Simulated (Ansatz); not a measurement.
Write a Python script for Ansatz 0.2.0, Python API that makes the interaction energy of a dimer with the counterpoise correction of CH4O2, SMILES OCO. Level of theory (for the species named): PBE0, def2-SVP basis, multiplicity 1.

```xyz
7

O    -1.1217   -0.5296   -0.0941
C    -0.0663    0.2548    0.3434
O     1.0550   -0.5503    0.2880
H    -1.0853   -0.4398   -1.0779
H     0.0757    1.1514   -0.2798
H    -0.2412    0.5704    1.3796
H     1.4450   -0.5250   -0.6049
```

The script, `ch4o2_dimer.py`:
```python
"""Interaction energy of two CH4O2 molecules, with the counterpoise correction."""

import ansatz as az

BASIS = "def2-SVP"
FUNCTIONAL = "pbe0"

FIRST = [
    ("O", (-1.1304, -0.5199, -0.0876)),
    ("C", (-0.075, 0.2645, 0.3499)),
    ("O", (1.0463, -0.5406, 0.2945)),
    ("H", (-1.094, -0.4301, -1.0714)),
    ("H", (0.067, 1.1611, -0.2733)),
    ("H", (-0.2499, 0.5801, 1.3861)),
    ("H", (1.4363, -0.5153, -0.5984)),
]
SECOND = [
    ("O", (-2.7384, -1.7361, 1.5892)),
    ("C", (-3.7568, -1.9254, 0.6685)),
    ("O", (-4.9208, -1.5369, 1.3031)),
    ("H", (-2.5002, -0.783, 1.479)),
    ("H", (-3.6067, -1.3358, -0.2493)),
    ("H", (-3.8223, -2.9868, 0.3983)),
    ("H", (-5.053, -0.5759, 1.2074)),
]

def energy(atoms, ghosts=()):
    molecule = az.Crystal.molecule()
    for symbol, xyz in atoms:
        molecule = molecule.atom(symbol, xyz)
    calc = (
        molecule.calculation()
        .basis(gaussian=BASIS)
        .functional(FUNCTIONAL)
    )
    deck = calc.input()
    if ghosts:
        deck = deck.set(az.key.basis.gaussian.ghost_atoms, [{"symbol": s, "position_ang": list(xyz)} for s, xyz in ghosts])
    return az.Session.from_dict(deck).plan().execute().report["free_energy_ev"]

# monomers in their own basis and in the basis of the dimer
both = energy(FIRST + SECOND)
alone = energy(FIRST) + energy(SECOND)
ghosted = energy(FIRST, SECOND) + energy(SECOND, FIRST)
print(f"dimer {both:.6f} eV")
print(f"interaction, uncorrected   {23.060548 * (both - alone):8.3f} kcal/mol")
print(f"interaction, counterpoise  {23.060548 * (both - ghosted):8.3f} kcal/mol")
print(f"basis-set superposition    {23.060548 * (alone - ghosted):8.3f} kcal/mol")
```

```console
$ python ch4o2_dimer.py
dimer -10372.140817 eV
interaction, uncorrected     -0.864 kcal/mol
interaction, counterpoise     2.057 kcal/mol
basis-set superposition       2.921 kcal/mol
```

Uncorrected it is -0.864 kcal/mol, with the counterpoise correction 2.057 kcal/mol; the difference, 2.92 kcal/mol, is the superposition error. The sign changes with the correction, so this basis doesn't settle it.

Reading the output:
- These settings explore the input space; basis and method may be short of convergence.
- The dimer is a generated trial pose of unrelaxed monomers, not a minimum, so the figure is no binding energy, and the basis set is small.
- This level lacks the dispersion part of the attraction (electrostatics and induction are there), which can decide the sign where the interaction is weak.
- Wall time of the script: 12 s on 1 thread of Arm Neoverse V1 (shared host), peak memory 0.28 GiB.

(Lines on the test bed's own set-up are left out of the output.)
